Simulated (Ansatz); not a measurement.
A made-up structure of Si2NH6 (charge -1), singlet:

N1  (-1.026, 0.782, -1.125)
Si2  (0.306, 0.513, 0.013)
Si3  (-0.222, -1.266, 1.445)
H4  (-1.769, 0.103, -1.040)
H5  (1.115, -0.628, 0.260)
H6  (0.517, 1.817, 0.753)
H7  (1.533, 0.486, -0.881)
H8  (0.470, -2.321, 0.569)
H9  (0.981, -1.020, 2.365)
(Å)

It is relaxed with PBE-D4/def2-SVPD and then PBE0-D4/def2-TZVPD (Ansatz 0.2.0). Atoms count as bonded within 1.22 times the sum of their covalent radii (H–H: 0.88 Å). The end point is not checked to be a true minimum.

Q: Does its bonding change? (Judge from chemistry; the calculation decides.)

A: The calculation gives: Yes. Formed: Si3–H5; broken: Si2–Si3.

Where it ends: The first stage lowers the energy by 1.83 eV in 26 steps. It ends as Si₂NH₆ ([NH][SiH2][H][SiH2]), total charge -1:
| atom | x (Å) | y (Å) | z (Å) |
| --- | --- | --- | --- |
| N1 | -0.7763 | 0.7526 | -1.5723 |
| Si2 | 0.2010 | 0.5618 | -0.2811 |
| Si3 | 0.2582 | -1.7336 | 1.7993 |
| H4 | -1.6958 | 1.1407 | -1.3930 |
| H5 | -0.3716 | -0.7511 | 0.6875 |
| H6 | 0.2455 | 1.5230 | 0.8780 |
| H7 | 1.5908 | 0.1646 | -0.6247 |
| H8 | 1.0891 | -2.4659 | 0.7443 |
| H9 | 1.3640 | -0.7260 | 2.1195 |

Labels in which every atom is bracketed show which atoms are joined, not bond orders.

For scale, one of the runs: PBE0-D4/def2-TZVPD relaxation, 177 basis functions, launched by `ansatz run in.yaml --threads 2 --pin off --events-out ev --progress --plain --max-ram 4352MiB`. Hardware: 2 CPU threads of an Intel Xeon Platinum 8488C, shared host. Wall time about 21 s.
